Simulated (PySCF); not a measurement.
**One molecule, many functionals**

Species: C₅H₁₀.
Numbering: `[CH3:1][C:2]1([CH3:3])[CH2:4][CH2:5]1` (hydrogens: H6, H7, H8 on C1; H9, H10, H11 on C3; H12, H13 on C4; H14, H15 on C5)

Linear-response calculations in the def2-SVPD basis (PySCF; singlets by full response, triplets Tamm–Dancoff, core orbitals frozen in the response; HF means time-dependent Hartree–Fock). 'Strongest' is the level of largest summed f among the singlets computed (10 roots, of which the last may lack a degenerate partner); it can jump between rows when another state enters that window. S1 is the lowest singlet of each run and needn't be the same state throughout; f(S1) is that of one state. Isolated species at its PBE0-D3(BJ)/def2-SVP geometry, gas phase.

```json
{"functional": "LDA", "kind": "LDA", "S1 (eV)": "6.51", "f(S1)": "0.033", "strongest (eV)": "8.08", "T1 (eV)": "6.44", "HOMO (eV)": "-6.46", "gap (eV)": "6.49", "ionisation energy, ΔSCF (eV)": "9.60"}
{"functional": "PBE", "kind": "GGA", "S1 (eV)": "6.50", "f(S1)": "0.034", "strongest (eV)": "7.98", "T1 (eV)": "6.41", "HOMO (eV)": "-6.37", "gap (eV)": "6.47", "ionisation energy, ΔSCF (eV)": "9.47"}
{"functional": "B3LYP", "kind": "global hybrid, 20% exact exchange", "S1 (eV)": "7.01", "f(S1)": "0.037", "strongest (eV)": "8.39", "T1 (eV)": "6.92", "HOMO (eV)": "-7.43", "gap (eV)": "7.92", "ionisation energy, ΔSCF (eV)": "9.70"}
{"functional": "PBE0", "kind": "global hybrid, 25% exact exchange", "S1 (eV)": "7.27", "f(S1)": "0.039", "strongest (eV)": "8.65", "T1 (eV)": "7.16", "HOMO (eV)": "-7.63", "gap (eV)": "8.41", "ionisation energy, ΔSCF (eV)": "9.68"}
{"functional": "BHandHLYP", "kind": "global hybrid, 50% exact exchange", "S1 (eV)": "7.77", "f(S1)": "0.044", "strongest (eV)": "9.03", "T1 (eV)": "7.65", "HOMO (eV)": "-8.82", "gap (eV)": "10.06", "ionisation energy, ΔSCF (eV)": "9.74"}
{"functional": "CAM-B3LYP", "kind": "range-separated hybrid", "S1 (eV)": "7.52", "f(S1)": "0.040", "strongest (eV)": "8.83", "T1 (eV)": "7.41", "HOMO (eV)": "-9.00", "gap (eV)": "10.40", "ionisation energy, ΔSCF (eV)": "9.81"}
{"functional": "wB97X-D", "kind": "range-separated hybrid", "S1 (eV)": "7.80", "f(S1)": "0.041", "strongest (eV)": "9.07", "T1 (eV)": "7.72", "HOMO (eV)": "-9.49", "gap (eV)": "11.88", "ionisation energy, ΔSCF (eV)": "9.74"}
{"functional": "LC-wPBE", "kind": "range-separated hybrid", "S1 (eV)": "8.35", "f(S1)": "0.044", "strongest (eV)": "9.57", "T1 (eV)": "8.17", "HOMO (eV)": "-10.35", "gap (eV)": "12.82", "ionisation energy, ΔSCF (eV)": "9.93"}
{"functional": "HF", "kind": "Hartree–Fock", "S1 (eV)": "8.81", "f(S1)": "0.058", "strongest (eV)": "9.88", "T1 (eV)": "8.57", "HOMO (eV)": "-10.63", "gap (eV)": "13.34", "ionisation energy, ΔSCF (eV)": "not settled"}
```

S1 runs from 6.50 eV (PBE) to 8.81 eV (HF), a spread of 2.31 eV, while the orbital gap spreads over 6.9 eV. Along PBE (0%), B3LYP (20%), PBE0 (25%), BHandHLYP (50%), HF (100%) S1 rises with the share of exact exchange. −ε(HOMO) comes closest to its own ΔSCF ionisation energy with wB97X-D (-0.25 eV) and misses most with LDA (-3.14 eV). 'Not settled' means that the ion's SCF failed to converge or may have ended in another state than the lowest.
